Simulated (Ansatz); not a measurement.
A nudged elastic band was laid between two geometries of AlF2H + H (5 atoms, charge 0, multiplicity 2).

The calculation used UKS PBE/def2-SVP (Ansatz).

```json
{
  "movable images": "5",
  "climbing image": "yes",
  "spring": "5.0 eV/Å²",
  "optimiser": "quadratic models (default)",
  "start path": "through a guess of the saddle point",
  "force threshold": "0.03 eV/Å",
  "iteration limit": "60",
  "end points": "relaxed"
}
```

Initial state:

```xyz
5
Properties=species:S:1:pos:R:3
Al 0.000 0.000 -0.319
H 0.000 0.000 1.255
F 1.428 0.000 -1.184
F -1.428 0.000 -1.184
H 0.000 0.000 4.322
```

Final state:

```xyz
5
Properties=species:S:1:pos:R:3
Al 0.044 -0.587 -0.344
H -0.459 -0.016 2.071
F 1.499 0.252 -0.218
F -1.385 0.252 -0.621
H 0.301 0.099 2.001
```

Q: What changes between the two ends?

A: Bonds broken: Al1–H2. Bonds formed: H2–H5. AlF2H + H becomes AlF2 + H2.

Q: What energy profile does the band end with?

A: The run converged. The highest image is number 2 of 0 to 6, 2.8 kJ/mol above the first end and 87.2 kJ/mol above the last; the last end lies 84.5 kJ/mol below the first. A vibrational analysis at the climbing image gives one clearly imaginary mode, 349i cm⁻¹: a first-order saddle point.

```
image  path coordinate (Å)  energy (kJ/mol)  Al1–H2 (Å)  H2–H5 (Å)
    0                 0.00              0.0        1.57       3.07
    1                 0.59              0.6        1.58       2.40
    2                 1.18              2.8        1.60       1.73
    3                 1.94            -74.4        2.42       0.79
    4                 2.70            -79.2        2.63       0.77
    5                 3.46            -82.1        2.72       0.77
    6                 4.22            -84.5        2.53       0.77
```

Q: What is the geometry of the highest image?

A: 
```xyz
5
Properties=species:S:1:pos:R:3
Al 0.000 0.001 -0.062
H 0.000 0.005 1.536
F 1.430 -0.001 -0.924
F -1.430 -0.001 -0.924
H 0.000 -0.003 3.264
```

Q: What are the harmonic wavenumbers there?

A: 349i, 99, 123, 252, 531, 682, 763, 931, 1719 cm⁻¹.

Run time: 2.1 min on 1 thread of Arm Neoverse V2 (shared host), peak memory 0.11 GiB.
